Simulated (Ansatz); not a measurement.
`Fc1ccc[nH]1` + H₂ → pyrrole + H–F  (hydrogenolysis of a C–F bond)

Program: Ansatz. Geometries: PBE0-D4/def2-TZVP. ΔE: electronic, gas phase. CBS: MP2 limit from def2 TZ/QZ plus the TZ coupled-cluster correction, frozen cores. This one scheme is used for every species. Functionals use def2-TZVPP.

```tsv
species	LC-ωPBE energy (Eh)
`Fc1ccc[nH]1`	-309.32860
H₂	-1.17817
`c1cc[nH]c1`	-210.10533
H–F	-100.44042
```

(1) Work out ΔE.

Largest T1 diagnostic among the species: 0.011.

Answers

(1) ΔE = (-210.10533) + (-100.44042) − (-309.32860) − (-1.17817) = -0.03898 Eh = -102.3 kJ/mol. CCSD(T)/CBS gives -116.7 kJ/mol.

From PBE to PBE0 (25 % exact exchange), in def2-TZVPP and without D4, ΔE moves by −6.7 kJ/mol. At CCSD(T), def2-SVP lies +22.5 kJ/mol from the extrapolated value and def2-TZVPP +5.1 kJ/mol. Leaving LDA and LC-ωPBE aside and taking each functional with its dispersion term where it has one, the values, not all of them listed here, spread over 16.4 kJ/mol, from PBE-QIDH to BLYP-D4. LDA lies +5.9 kJ/mol from PBE without D4.
